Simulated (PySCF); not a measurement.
Gas-phase reaction: 3 AlCl₃.H₂O + 2 AlO + HOCl = H₂O + 5 AlCl₂OH

Energies from PySCF, thermal terms from the rigid-rotor harmonic-oscillator model, ideal gas at 1 bar. † marks an energy on the PBE0/def2-TZVP geometry and frequencies; other levels use their own. 6-31G* has spherical d functions here. Open shells (unrestricted): AlO (multiplicity 2); the rest are closed-shell singlets. B3LYP is the form with VWN-RPA correlation. Adducts (AlCl₃.H₂O) have no counterpoise correction, and HF, PBE, BLYP, B3LYP and PBE0 lack dispersion. AlCl₃.H₂O, AlCl₂OH: computed as isolated molecules; such fragments, hydroxides, amides, oligomers or adducts are transient or little studied in the gas. The harmonic model lacks anharmonicity and excited electronic states, which grow with temperature; levels with a mode under 35 cm⁻¹ are left out. Soft modes under 120 cm⁻¹ make the harmonic entropy rough for AlCl₃.H₂O.

```
level               ΔE electronic, kJ  ΔH°(298 K), kJ  ΔS°(298 K), J/K  ΔG°(2500 K), kJ
------------------  -----------------  --------------  ---------------  ---------------
B3LYP/6-31G*                     -983            -992                7            -1003
BLYP/def2-TZVP†                 -1025           -1033                0            -1026
M06-2X/def2-TZVP†               -1108           -1116                0            -1109
PBE/def2-SVP                     -947            -955               14             -986
PBE0/def2-QZVP†                 -1089           -1097                0            -1090
PBE0/def2-SVP†                  -1028           -1036                0            -1029
PBE0/def2-TZVP                  -1081           -1089                0            -1082
r2SCAN/def2-TZVP†               -1077           -1085                0            -1078
LDA/def2-TZVP†                  -1018           -1026                0            -1019
ωB97M-V/def2-TZVP†              -1094           -1102                0            -1095
ωB97X-V/def2-TZVP†              -1114           -1122                0            -1115
```
ΔH° is lowest at ωB97X-V/def2-TZVP† and highest at PBE/def2-SVP. No reference value is set beside these.
